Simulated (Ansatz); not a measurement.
## H$_{3}$S⁺, triplet: the ladder up to full CI

Geometry: a point of a stretch scan, not a stationary point.

```xyz
4

S     0.0000   -0.1317    0.0000
H     0.0000    4.4503    0.0000
H     0.0000   -0.1298    1.5201
H     0.0000   -0.1298   -1.5201
```

Basis 6-31G; Ansatz 0.2.0. Only valence electrons are correlated (noble-gas cores frozen), which leaves 8 electrons in 14 orbitals. R marks a restricted (for open shells ROHF) determinant, U an unrestricted one. Active spaces: pair = (4e, 4o) about the gap; valence = (8e, 7o) chosen from the atoms' valence shells.

Full CI is exact within this basis and frozen core; it isn't the basis-set limit. The frozen core follows each run's orbitals, which can shift R against U totals by a few meV.

For open shells CISD and CISDTQ are restricted-active-space CI with the open shells as a complete middle space.

* UHF ⟨S²⟩: 2.011
* T1 diagnostic (RCCSD): 0.0174
* largest doubles amplitude (RCCSD): 0.128
* T1 diagnostic (UCCSD): 0.0113

```json
{"level": "RHF", "E − E(full CI) (kJ/mol)": "166.6", "share of correlation (%)": "0.00", "wall time": "–"}
{"level": "UHF", "E − E(full CI) (kJ/mol)": "160.8", "share of correlation (%)": "3.51", "wall time": "–"}
{"level": "RMP2", "E − E(full CI) (kJ/mol)": "45.0", "share of correlation (%)": "72.99", "wall time": "–"}
{"level": "UMP2", "E − E(full CI) (kJ/mol)": "43.1", "share of correlation (%)": "74.13", "wall time": "–"}
{"level": "CISD", "E − E(full CI) (kJ/mol)": "5.7", "share of correlation (%)": "96.61", "wall time": "0.48 s"}
{"level": "RCCSD", "E − E(full CI) (kJ/mol)": "2.2", "share of correlation (%)": "98.66", "wall time": "–"}
{"level": "UCCSD", "E − E(full CI) (kJ/mol)": "2.2", "share of correlation (%)": "98.68", "wall time": "–"}
{"level": "RCCSD(T)", "E − E(full CI) (kJ/mol)": "0.6", "share of correlation (%)": "99.65", "wall time": "0.94 s"}
{"level": "UCCSD(T)", "E − E(full CI) (kJ/mol)": "0.6", "share of correlation (%)": "99.66", "wall time": "1.1 s"}
{"level": "BCCD(T)", "E − E(full CI) (kJ/mol)": "0.6", "share of correlation (%)": "99.63", "wall time": "0.72 s"}
{"level": "RCCSDT", "E − E(full CI) (kJ/mol)": "0.0", "share of correlation (%)": "100.01", "wall time": "–"}
{"level": "UCCSDT", "E − E(full CI) (kJ/mol)": "0.0", "share of correlation (%)": "100.01", "wall time": "–"}
{"level": "CISDTQ", "E − E(full CI) (kJ/mol)": "0.1", "share of correlation (%)": "99.94", "wall time": "0.9 s"}
{"level": "RCCSDT(Q)", "E − E(full CI) (kJ/mol)": "0.0", "share of correlation (%)": "99.99", "wall time": "2.1 s"}
{"level": "UCCSDT(Q)", "E − E(full CI) (kJ/mol)": "0.0", "share of correlation (%)": "100.00", "wall time": "2.2 s"}
{"level": "RCCSDTQ", "E − E(full CI) (kJ/mol)": "0.0", "share of correlation (%)": "100.00", "wall time": "9 s"}
{"level": "UCCSDTQ", "E − E(full CI) (kJ/mol)": "0.0", "share of correlation (%)": "100.00", "wall time": "10 s"}
{"level": "CASSCF (valence space)", "E − E(full CI) (kJ/mol)": "62.0", "share of correlation (%)": "62.76", "wall time": "–"}
{"level": "NEVPT2 (valence space)", "E − E(full CI) (kJ/mol)": "15.3", "share of correlation (%)": "90.79", "wall time": "0.42 s"}
{"level": "NEVPT4(SD) (valence space)", "E − E(full CI) (kJ/mol)": "2.1", "share of correlation (%)": "98.72", "wall time": "0.72 s"}
{"level": "MRCISD (valence space)", "E − E(full CI) (kJ/mol)": "1.3", "share of correlation (%)": "99.19", "wall time": "–"}
{"level": "MRCISD+Q (valence space)", "E − E(full CI) (kJ/mol)": "0.5", "share of correlation (%)": "99.72", "wall time": "0.75 s"}
```

The correlation energy at full CI, counted from RHF, is -1.727 eV. That run took 1.6 s on 1 thread of Intel Xeon 6975P-C, shared host over 254,561 determinants.

Run but not shown, since their state or frozen core can't be matched to the reference's or they repeat it: CASSCF (pair space), NEVPT2 (pair space), MRCISD (pair space), MRCISD+Q (pair space).

Times hold each run's SCF and search for its determinant on a shared host, so for small cases they say little of a method's own cost; they ran on 1 thread of Intel Xeon 6975P-C.

The full-CI state has the irrep A1 of C2v, in the program's axes.

Natural occupations of full CI about the gap: 1.986 1.977 1.943 1.000 0.996 0.057 0.020 0.011 0.005 0.004; effectively unpaired electrons, Σ n²(2−n)², 2.03.
